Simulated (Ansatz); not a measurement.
`CCCCC(C)O` → `CC(C)C(C)(C)O`  (isomerisation)

Calculated with Ansatz (gas phase, PBE0-D4/def2-TZVP geometries, no zero-point term in ΔE). CBS: MP2 limit from def2 TZ/QZ plus the TZ coupled-cluster correction, frozen cores. DFT in def2-TZVPP. Each species was taken in one conformer, which may not be the lowest.

`CCCCC(C)O`:

```xyz
21

C    -1.981    2.320    0.617
C    -1.054    1.367   -0.118
C     0.043    0.815    0.779
C     1.044   -0.081    0.064
C     0.465   -1.387   -0.463
C     1.512   -2.222   -1.174
O    -0.168   -2.129    0.568
H    -2.765    2.706   -0.040
H    -1.430    3.176    1.017
H    -2.469    1.820    1.458
H    -0.599    1.881   -0.973
H    -1.642    0.542   -0.534
H    -0.413    0.256    1.603
H     0.583    1.653    1.235
H     1.869   -0.327    0.747
H     1.497    0.463   -0.773
H    -0.344   -1.165   -1.166
H     1.931   -1.685   -2.028
H     1.077   -3.157   -1.531
H     2.338   -2.463   -0.496
H     0.506   -2.382    1.207
```

`CC(C)C(C)(C)O`:

```xyz
21

C     0.174    0.307   -1.802
C     0.182    0.776   -0.353
C    -0.958    1.755   -0.106
C     0.201   -0.376    0.677
C     1.375   -1.314    0.430
C    -1.098   -1.160    0.712
O     0.328    0.181    1.986
H     0.172    1.169   -2.475
H     1.045   -0.301   -2.051
H    -0.723   -0.277   -2.024
H     1.127    1.317   -0.190
H    -0.815    2.662   -0.698
H    -1.919    1.324   -0.401
H    -1.019    2.035    0.946
H     2.313   -0.754    0.350
H     1.252   -1.894   -0.487
H     1.461   -2.011    1.265
H    -1.317   -1.606   -0.259
H    -1.020   -1.962    1.448
H    -1.931   -0.519    1.002
H     1.168    0.648    2.028
```

```json
{"level": "PBE-D4", "ΔE (kcal/mol)": "-2.5", "difference from CCSD(T)/CBS": "1.4"}
{"level": "revPBE-D4", "ΔE (kcal/mol)": "-3.4", "difference from CCSD(T)/CBS": "0.5"}
{"level": "BLYP-D4", "ΔE (kcal/mol)": "-2.7", "difference from CCSD(T)/CBS": "1.2"}
{"level": "r2SCAN0-D4", "ΔE (kcal/mol)": "-3.3", "difference from CCSD(T)/CBS": "0.6"}
{"level": "ωB97M-V", "ΔE (kcal/mol)": "-3.8", "difference from CCSD(T)/CBS": "0.1"}
{"level": "PBE-QIDH", "ΔE (kcal/mol)": "-3.0", "difference from CCSD(T)/CBS": "0.9"}
{"level": "BLYP", "ΔE (kcal/mol)": "0.6", "difference from CCSD(T)/CBS": "4.5"}
{"level": "r2SCAN", "ΔE (kcal/mol)": "-3.2", "difference from CCSD(T)/CBS": "0.7"}
{"level": "BHLYP", "ΔE (kcal/mol)": "-0.6", "difference from CCSD(T)/CBS": "3.3"}
{"level": "CCSD/def2-SVP", "ΔE (kcal/mol)": "-3.4", "difference from CCSD(T)/CBS": "0.5"}
{"level": "CCSD(T)/CBS", "ΔE (kcal/mol)": "-3.9", "difference from CCSD(T)/CBS": "0"}
```

Largest T1 diagnostic among the species: 0.009.

The D4 term adds −2.5 kcal/mol with B3LYP and −1.3 kcal/mol with PBE0; it sums over pairs of atoms, weighted by their polarisabilities, and B3LYP, whose exchange is more repulsive, gets the larger term. From BLYP to BHLYP (50 % exact exchange), in def2-TZVPP and without D4, ΔE moves by −1.2 kcal/mol.

CCSD(T)/CBS has its own doubt, a few kJ/mol and more with outer-core shells, so smaller differences from it don't rank the levels.

B3LYP here is the variant with VWN-RPA as its local correlation; programs differ in this.
